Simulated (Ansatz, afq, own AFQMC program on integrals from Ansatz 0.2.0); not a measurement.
## GeHO, doublet in cc-pVDZ along one coordinate

```tsv
atom	x (Å)	y (Å)	z (Å)
Ge	0.0000	0.0134	0.3432
O	0.0000	-0.1072	-1.4387
H	0.0000	0.7369	-1.8995
```

The Ge1–O2 distance is changed with both sides rigid. Energies in kcal/mol count from this geometry (1.786 Å) at the same level; the start stands on UHF, each point on the determinant named.

Basis cc-pVDZ. Only valence electrons are correlated. Ansatz 0.2.0 and our own AFQMC program on the same integrals; the CISD trial comes from CCSD amplitudes, and released means the phaseless constraint is let go. Uncertainties: one standard error, sampling alone. No spin–orbit coupling.

Cautions, each for one point or more: CCSDT(Q) on the ROHF determinant differs, perhaps since the unrestricted series falls towards higher spin; higher spins were not checked; inner d shell frozen; no relativity below Rb; no spin-orbit coupling; unrestricted determinant spin contaminated; walk and cluster series may follow different spin states.

```
r(Ge1–O2) / Å  det.     T1  weight  ⟨S²⟩  CCSD(T)  ph-AFQMC/CISD  released AFQMC  CCSDT(Q)   PBE0  r2SCAN
        1.569   UHF  0.018    0.90  0.76     24.8     24.8 ± 0.7     24.7 ± 0.6*      25.0   22.7    22.9
        1.958   UHF  0.028    0.88  0.76      4.4      4.4 ± 0.7      2.7 ± 0.9*       4.1    5.4     5.0
        3.251  UHF¶  0.014    0.90  1.76     82.6     80.5 ± 0.7     81.7 ± 0.9*      80.9  86.8§   86.6§
        4.846  UHF¶  0.007    0.91  1.76     87.3     88.5 ± 0.6     86.9 ± 0.6*      87.8  96.0§       –
```

Weight is that of the determinant in the CISD state; at the start T1 is 0.023 and the weight 0.89, and ⟨S²⟩ is 0.76. ¶ marks points with a poor determinant and no full CI, where no value is sure; they don't count among the departures. An asterisk marks released energies that aren't shown to be converged. A dash marks a missing value, a released energy that hasn't settled or a functional that sits on another state. § marks a functional whose ⟨S²⟩ is too high by over 0.1. Largest departures from CCSDT(Q), at the points where its series has closed: CCSD(T) 0.3 kcal/mol at 1.958 (on UHF), ph-AFQMC/CISD 0.3 kcal/mol at 1.958 (on UHF) (within the noise), PBE0 -2.4 kcal/mol at 1.569, r2SCAN -2.1 kcal/mol at 1.569. Functionals count only at points shown to share the start's state and spin. In this small basis the wave-function levels are far from their limit, so their gap to the functionals isn't the functionals' error.

Some points may be missing: those where a free walk finds a much lower state, and past Zn most of those on another determinant than at the start.

A walk keeps the symmetry of its determinant, which the program's search chose and which needn't be the lowest solution, so a lower state of the same spin and another symmetry isn't excluded.
